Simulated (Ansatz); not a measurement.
Species, as SMILES: O[O] (O-OH), doublet.
Atoms: O1, O2, H3. Bonds: O1-O2, O2-H3.

How fast the optimised O2-H3 bond length converges with the basis for several methods (Ansatz, a first-principles code): deviation from each method's own reference, in Å. References: HF 0.9457 Å, the value in aug-pcseg-3; MP2 0.9714 Å, the value in aug-cc-pVQZ; PBE 0.9870 Å, the value in aug-pcseg-3; PBE0 0.9719 Å, the value in aug-pcseg-3. Cartesian d functions, on some or all atoms, in 6-31G*; all else is spherical. In correlated methods cores are frozen. Open shells are unrestricted. No added dispersion term, no relativity. The reference of a correlated method is not its basis-set limit, which lies further on.

```
basis            functions       HF      MP2      PBE     PBE0
---------------  ---------  -------  -------  -------  -------
6-31G*                  32   0.0077   0.0118   0.0094   0.0079
def2-SVP                33   0.0058   0.0042   0.0065   0.0056
6-311G**                42   0.0010  -0.0019   0.0003   0.0003
6-311+G**               50   0.0022   0.0009   0.0020   0.0018
aug-cc-pVDZ             55   0.0040   0.0068   0.0045   0.0041
def2-TZVP               68   0.0031   0.0052   0.0033   0.0030
cc-pVTZ                 74   0.0008  -0.0001   0.0001   0.0002
pcseg-2                 74  -0.0002  -0.0010  -0.0001  -0.0001
jun-cc-pV(T+d)Z         92   0.0014   0.0021   0.0010   0.0011
cc-pVQZ                140  -0.0001  -0.0011  -0.0004  -0.0003
def2-QZVPP             144  -0.0001  -0.0009  -0.0006  -0.0004
aug-cc-pVQZ            206   0.0002   0.0000   0.0002   0.0002
```

Mean absolute deviation over 6-311G**, 6-311+G**, def2-TZVP, cc-pVTZ, pcseg-2, jun-cc-pV(T+d)Z: PBE0 0.0011, PBE 0.0011, HF 0.0014, MP2 0.0019 Å.
